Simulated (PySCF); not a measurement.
Gas-phase reaction: 2 SiCl + 3 Cl₂ → 2 SiCl₄

Computed with PySCF and rigid-rotor harmonic-oscillator thermochemistry at 1 bar. 'Table' is the NASA 1993 thermochemical table (part measured, part estimated). After a fit of one offset per element over all species, the range-separated, M06-2X, PBE0/def2-QZVP and CCSD(T)/def2-TZVPP enthalpies, where run, lie to one side of the table for SiCl (-55 kJ/mol): a fault of the table's entry, another state or a shared error of the levels is possible; this was not checked at source. † marks an energy on the PBE0/def2-TZVP geometry and frequencies; other levels use their own. MP2 freezes the core. Open shells (unrestricted): SiCl (multiplicity 2, electronic degeneracy 4); the rest are closed-shell singlets. Spin-orbit splitting is ignored; it lowers the true energy and changes the entropy of SiCl. B3LYP is the form with VWN-RPA correlation. For this reaction the table lies outside the span of B3LYP, CCSD(T), M06-2X, MP2, PBE0, r2SCAN, ωB97M-V, ωB97X-V in their largest bases here; which side is off was not settled. MP2 isn't extrapolated to the basis-set limit; its ΔH°(298 K) is -1696.5 kJ in def2-SVP and -1710.0 kJ in def2-TZVPP. The harmonic model lacks anharmonicity and excited electronic states, which grow with temperature; levels with a mode under 35 cm⁻¹ are left out. The table's entry may be an old estimate for SiCl, SiCl₄ (not checked at source).

| level | ΔH°(298 K), kJ | minus table | ΔG°(1200 K), kJ |
|---|---|---|---|
| table | -1722.1 | - | -1155.9 |
| B3LYP/def2-TZVP† | -1504.8 | 217.3 | -942.3 |
| M06-2X/def2-TZVP† | -1608.8 | 113.3 | -1046.3 |
| MP2/def2-SVP† | -1696.5 | 25.6 | -1134.0 |
| PBE/def2-SVP | -1554.0 | 168.1 | -991.7 |
| PBE/def2-TZVP† | -1517.1 | 205.0 | -954.5 |
| PBE0/def2-QZVP† | -1577.6 | 144.5 | -1015.0 |
| ωB97M-V/def2-TZVP† | -1623.3 | 98.8 | -1060.7 |
